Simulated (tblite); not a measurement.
C₃H₃NOS.
Numbering: `[SH:1][c:2]1[cH:3][cH:4][n:5][o:6]1` (hydrogens: H7 on S1; H8 on C3; H9 on C4)

Cartesian coordinates in Å at the GFN2-xTB level; atoms count from 1:
```xyz
9
C3H3NOS angstrom
S      2.3484    0.4314   -0.2791
C      0.6628    0.0830   -0.0366
C     -0.4644    0.5365   -0.6704
C     -1.4995   -0.1355    0.0128
N     -1.0271   -0.9063    0.9514
O      0.3239   -0.7791    0.9323
H      2.7545   -0.3751    0.6996
H     -0.5295    1.2287   -1.4814
H     -2.5556   -0.0777   -0.1539
```

Computed values, GFN2-xTB/tblite, gas phase, harmonic and unscaled. This tight-binding method is rough: wavenumbers can miss measured ones by several per cent, in bad cases by 10 to 20. Modes of hydrogen on sulfur can be 10 to 20 % off. One conformer, not necessarily the lowest.

**Question.** How many normal modes are there?

**Answer.** 9 atoms, non-linear: 3N − 6 = 21.

**Question.** What is the point group of the computed structure, and how do the modes divide by symmetry?

**Answer.** Cs. The vibrations span 15 a′ + 6 a″.

**Question.** How many distinct wavenumbers does the calculation give?

**Answer.** 21: Cs has no degenerate species.

**Question.** How many fundamentals are allowed in the infrared by symmetry?

**Answer.** 21 of 21: in Cs every mode is allowed. All fundamentals are allowed in the Raman spectrum.

**Question.** How large is the harmonic zero-point energy?

**Answer.** ½Σν̃ = 12135 cm⁻¹ = 34.7 kcal/mol (21 modes); those above 1550 cm⁻¹ give 12.6 kcal/mol of it.

**Question.** What thermal excitation has the softest real mode at 200 K?

**Answer.** 221.4 cm⁻¹ is a vibrational temperature θ of 319 K. The population of v = 1 over v = 0 is exp(−θ/T) = 0.2, and the mean quantum number is 0.26.
